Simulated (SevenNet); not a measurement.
Tetradymite Bi₂Te₃

Calculation: the machine-learned potential SevenNet-l3i5 (trained on PBE and PBE+U data).

Cell (relaxed at this level):

```cif
data_Bi6Te9
_chemical_formula_sum 'Bi6 Te9'
_space_group_name_H-M_alt 'R-3m :H'
_space_group_IT_number 166
_space_group_name_Hall '-R 3 2"'
_cell_length_a 4.45081
_cell_length_b 4.45081
_cell_length_c 31.82676
_cell_angle_alpha 90.000
_cell_angle_beta 90.000
_cell_angle_gamma 120.000
loop_
_atom_site_label
_atom_site_type_symbol
_atom_site_symmetry_multiplicity
_atom_site_Wyckoff_symbol
_atom_site_fract_x
_atom_site_fract_y
_atom_site_fract_z
_atom_site_occupancy
Bi1 Bi 6 c 0.00000 0.00000 0.39768 1
Te1 Te 3 a 0.00000 0.00000 0.00000 1
Te2 Te 6 c 0.00000 0.00000 0.21487 1
```
(The calculation used a cell of 5 atoms; values per cell refer to that cell.)

* **equilibrium lattice constant a**: 4.451 Å
* **lattice parameter c**: 31.827 Å

Measured, for comparison: lattice constant a 4.386 Å, lattice parameter c 30.497 Å (temperature not stated, not corrected to a static lattice; as tabulated in Luo et al. (2012), arXiv:1308.1523). Computed (rounded) less measured: lattice constant a +1.5 %, lattice parameter c +4.4 %.

A machine-learned potential is trained on density-functional data: it inherits that level's misses and adds fitting errors of its own.

Note: this model's volume lies 8 % above that of the starting cell (a measured, published or database cell).
